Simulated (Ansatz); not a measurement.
C₄H₆ClF (`C[C@@]1(Cl)C[C@H]1F`) at its PBE0-D4/def2-TZVP geometry, where that method's forces vanish. Charge 0, multiplicity 1.

```xyz
12

C    -1.0027   -0.9025   -0.5809
C     0.2430   -0.4262    0.0987
Cl    1.2947   -1.7366    0.6384
C     0.9215    0.8394   -0.3501
C     0.2243    0.7824    0.9657
F    -0.9520    1.4544    1.0991
H    -0.7537   -1.4491   -1.4921
H    -1.6346   -0.0522   -0.8414
H    -1.5704   -1.5620    0.0777
H     2.0026    0.8861   -0.3514
H     0.4264    1.3827   -1.1466
H     0.8008    0.7836    1.8830
```

Problem. What forces (eV/Å) does r2SCAN-D4/def2-TZVPP give on these atoms in the Gaussian-basis code of Ansatz? (Estimate.)

Solution. Computed: 
```
C1  -0.099 -0.032 -0.050
C2  -0.156  0.039 -0.065
Cl3  0.173 -0.224  0.083
C4   0.144  0.139 -0.188
C5   0.276 -0.108  0.176
F6  -0.326  0.178  0.015
H7  -0.006  0.005  0.012
H8   0.016 -0.006  0.006
H9   0.006  0.007 -0.009
H10 -0.019  0.005  0.005
H11 -0.002 -0.013  0.012
H12 -0.005  0.009  0.004
```
